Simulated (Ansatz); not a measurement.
`FCCCCl` → `FCCCl` + `[CH2]` (triplet)  (formal loss of a carbene)

Program: Ansatz. Geometries: PBE0-D4/def2-TZVP. ΔE: electronic, gas phase. CCSD(T)/CBS is the MP2 limit (def2-TZVPP, def2-QZVPP) plus CCSD(T) − MP2 in def2-TZVPP, frozen cores. This one scheme is used for every species. DFT in def2-TZVPP. Triplets are unrestricted, without spin–orbit coupling. Each species was taken in one conformer, which may not be the lowest.

`FCCCCl`:

```xyz
11

F    -1.108    1.122    1.249
C    -0.954   -0.193    0.839
C    -0.308   -0.230   -0.522
C     1.075    0.378   -0.558
Cl    2.244   -0.569    0.407
H    -1.946   -0.652    0.813
H    -0.338   -0.703    1.585
H    -0.938    0.321   -1.229
H    -0.268   -1.269   -0.864
H     1.467    0.408   -1.573
H     1.074    1.386   -0.145
```

`FCCCl`:

Z-matrix (Å, degrees):
```
C
C 1 1.509
F 1 1.381 2 108.5
H 1 1.093 2 110.9 3 -119.1
H 1 1.093 2 110.9 3 119.1
Cl 2 1.776 1 109.1 3 179.9
H 2 1.089 1 111.1 3 61.0
H 2 1.089 1 111.1 3 -61.2
```

`[CH2]` (triplet):

```xyz
3

C    -0.273   -0.032   -0.020
H     0.270   -0.923   -0.295
H     0.004    0.955    0.315
```

CCSD(T)/CBS gives +444.5 kJ/mol.

(1) Another level gave +446.4 kJ/mol. Which?
A. B2PLYP/def2-TZVPP
B. ωB97X-V/def2-TZVPP
C. MP2/def2-TZVPP
D. HF/def2-TZVPP

Largest T1 diagnostic among the species: 0.011.

Answers

(1) C. MP2/def2-TZVPP 446.4, ωB97X-V 455.3, HF/def2-TZVPP 294.7, B2PLYP 433.2 kJ/mol.

From PBE to PBE0 (25 % exact exchange), in def2-TZVPP and without D4, ΔE moves by −7.0 kJ/mol. In def2-TZVPP, CCSD(T) changes the Hartree–Fock value by +138.5 kJ/mol (the triples alone add +11.3 kJ/mol) and MP2 by +151.7 kJ/mol. The D4 term adds +11.3 kJ/mol with B3LYP and +6.1 kJ/mol with PBE0; it sums over pairs of atoms, weighted by their polarisabilities, and B3LYP, whose exchange is more repulsive, gets the larger term.

B3LYP here is the variant with VWN-RPA as its local correlation; programs differ in this.
